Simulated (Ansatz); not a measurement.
Born–Oppenheimer molecular dynamics of HOSSi (4 atoms, charge -1, multiplicity 1). It starts at the highest image of a converged band. Of that band: Neighbouring images differ by up to 1.8 eV, so the band resolves the path poorly. A vibrational analysis at the climbing image gives one clearly imaginary mode, 1592i cm⁻¹: a first-order saddle point.

Theory: RKS r2SCAN-D4/STO-3G in Ansatz 0.2.0.

```json
{
 "ensemble": "NVE (velocity Verlet)",
 "time step": "0.5 fs",
 "steps asked": "200",
 "starting velocities drawn for": "100 K",
 "seed": "11279"
}
```

First frame:

```xyz
4
Properties=species:S:1:pos:R:3
O 1.154 0.987 0.937
Si 0.479 0.337 -0.389
S -0.573 -1.492 0.099
H -1.060 0.168 -0.646
```

**Question.** How far do the bonds stretch over the last three quarters of this one trajectory? (Pairs bonded in most of those frames.)

**Answer.** 
| bond | mean (Å) | spread (Å) | shortest | longest |
| --- | --- | --- | --- | --- |
| O1–Si2 | 1.627 | 0.069 | 1.50 | 1.75 |
| Si2–S3 | 2.019 | 0.081 | 1.90 | 2.17 |
| Si2–H4 | 1.656 | 0.142 | 1.37 | 1.92 |

Mean temperature of the second half: 5560 K. The conserved energy stayed within 1.1 meV per atom of its start (net change -0.34 meV per atom), so the integration is sound. The system heated up, since it started high on the potential surface and ran downhill. A run of 0.1 ps of so small a system gives no equilibrium averages. The orbitals stay closed-shell, which can raise the energy where a bond breaks towards radicals; this wasn't checked here. Limits of this set-up: minimal basis, an anion without diffuse functions, the dipole of an ion depends on the origin.

Run time: 7.2 min on 1 thread of Intel(R) Xeon(R) Processor @ 2.50GHz (Skylake/Cascade Lake), on a shared host, peak memory 0.18 GiB.
